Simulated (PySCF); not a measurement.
# CH4Si (SMILES C[SiH]) at MP2/STO-3G

What is the vertical singlet–triplet gap of CH4Si at MP2/STO-3G? The job is set up through a Python script.

Program for the calculation: PySCF 2.14.0.

5 further runs of the same task are left out: 5 set aside as unsound or not needed.

### 1 The structure to begin with

CH4Si: 6 atoms, total charge 0, spin state singlet. As SMILES, `C[SiH]`. Geometry: relaxed at PBE0-D4/def2-TZVP.

Bond lengths: C1–Si2 1.892 Å, C1–H3 1.098 Å, C1–H4 1.091 Å, C1–H5 1.098 Å, Si2–H6 1.531 Å. Angles: C1–Si2–H6 94.2°, Si2–C1–H3 109.7°, Si2–C1–H4 113.8°, Si2–C1–H5 109.5°, H3–C1–H4 109.0°, H3–C1–H5 105.5°, H4–C1–H5 109.0°.

### 2 The energy at MP2/STO-3G

Contents of calc.py:

```python
from pyscf import gto, scf, mp

mol = gto.Mole()
mol.atom = '''
C     -0.093500    -0.366000    -0.370300
Si     0.917300     0.209800     1.122300
H     -1.156900    -0.410100    -0.102200
H      0.215000    -1.335600    -0.763000
H     -0.024000     0.382000    -1.170800
H      0.142200     1.520000     1.284000
'''
mol.charge = 0
mol.max_memory = 1860
mol.verbose = 3
mol.basis = 'sto-3g'
mol.build()

mf = scf.RHF(mol)
mf.conv_tol = 1e-10
mf.kernel()
if not mf.converged:
    mf = mf.newton().run(mf.mo_coeff, mf.mo_occ)

pt = mp.MP2(mf, frozen=6).run()
energy = pt.e_tot
print('E = %.10f Eh' % energy)
```

Command:

```bash
$ OMP_NUM_THREADS=1 python calc.py
```

Standard output:

```text
converged SCF energy = -325.263608741287
E(RMP2) = -325.347775855767  E_corr = -0.0841671144801212
E(SCS-RMP2) = -325.359177763275  E_corr = -0.0955690219878768
E = -325.3477758558 Eh
```

Wall time 0.78 s (1 thread of Arm Neoverse V1, shared host); peak memory 0.12 GiB.

### 3 The triplet, same level

Contents of input.py:

```python
from pyscf import gto, mp

mol = gto.M(
    atom='''
C   -0.093500  -0.366000  -0.370300
Si   0.917300   0.209800   1.122300
H   -1.156900  -0.410100  -0.102200
H    0.215000  -1.335600  -0.763000
H   -0.024000   0.382000  -1.170800
H    0.142200   1.520000   1.284000
''',
    charge=0,
    basis='sto-3g',
    spin=2,
    max_memory=1860,
    verbose=3,
)

calc0 = mol.UHF()
calc0.conv_tol = 1e-10
calc0.kernel()
if not calc0.converged:
    calc0 = calc0.newton().run(calc0.mo_coeff, calc0.mo_occ)

pt = mp.MP2(calc0, frozen=6).run()
energy = pt.e_tot
print('E = %.10f Eh' % energy)
```

Command:

```bash
$ OMP_NUM_THREADS=1 python input.py
```

Standard output:

```text
WARN: HOMO 0.0704910138713744 >= LUMO -0.136820060895067

converged SCF energy = -325.216920359985  <S^2> = 2.0019926  2S+1 = 3.0013281
E(UMP2) = -325.292883555293  E_corr = -0.0759631953074781
E(SCS-UMP2) = -325.302718683838  E_corr = -0.0857983238527606
E = -325.2928835553 Eh
```

Run time: 0.86 s. Hardware: 1 thread of Arm Neoverse V1, shared host; peak memory 0.12 GiB.

### 4 Summary of results

At MP2/STO-3G, 6 core orbitals frozen:

| quantity | value |
| --- | --- |
| singlet: total energy | -325.34778 Eh |
| singlet: dipole moment (Hartree–Fock density) | 0.15 D |
| singlet: HOMO energy (Hartree–Fock orbitals) | -6.03 eV |
| singlet: LUMO energy (Hartree–Fock orbitals) | 6.15 eV |
| singlet: HOMO–LUMO gap (Hartree–Fock orbitals) | 12.19 eV |
| singlet: correlation energy (6 core orbitals frozen) | -84.2 mEh |
| triplet: total energy | -325.29288 Eh |
| triplet: dipole moment (Hartree–Fock density) | 1.69 D |
| triplet: HOMO energy (Hartree–Fock orbitals) (highest over α and β) | -4.91 eV |
| triplet: LUMO energy (Hartree–Fock orbitals) (lowest over α and β) | 4.85 eV |
| triplet: correlation energy (6 core orbitals frozen) | -76.0 mEh |
| triplet: ⟨S²⟩ of the reference determinant | 2.002 |
| vertical energy of the triplet above the singlet | 1.494 eV |

At this shape the triplet lies 1.49 eV (34 kcal/mol) above the singlet. In a minimal basis such a difference can be off by several eV, whatever the method. Mulliken charges (triplet) of the mean-field density run from -0.33 on C1 to +0.39 on Si2.
